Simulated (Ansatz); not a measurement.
Molecule: HCl, net charge 1, doublet state. 
Structure (B3LYP-D3(BJ)/def2-TZVP (Ansatz, an electronic-structure program) minimum search):
```
Cl
H 1 1.3252
```
Charge +1, spin multiplicity 2.

Basis-set convergence of Hartree-Fock and MP2 correlation energies (hartree) with Ansatz. Valence correlation only, unless marked. Open shells are spin-unrestricted. Spin-orbit coupling is left out. Non-relativistic.

| basis | functions | E(HF) | E(corr, MP2) |
|---|---|---|---|
| aug-cc-pV(D+d)Z | 41 | -459.66895 | -0.12544 |
| aug-cc-pV(T+d)Z | 78 | -459.68519 | -0.16356 |
| aug-cc-pV(Q+d)Z | 135 | -459.68880 | -0.17739 |

Extrapolating the two largest sets (X = 3 and 4) as X^-3: E(corr) = (64·(-0.17739) - 27·(-0.16356))/37 = -0.1875 Eh, an estimate of the basis-set limit. The largest set recovers 94.6 % of it, the smallest 66.9 %.
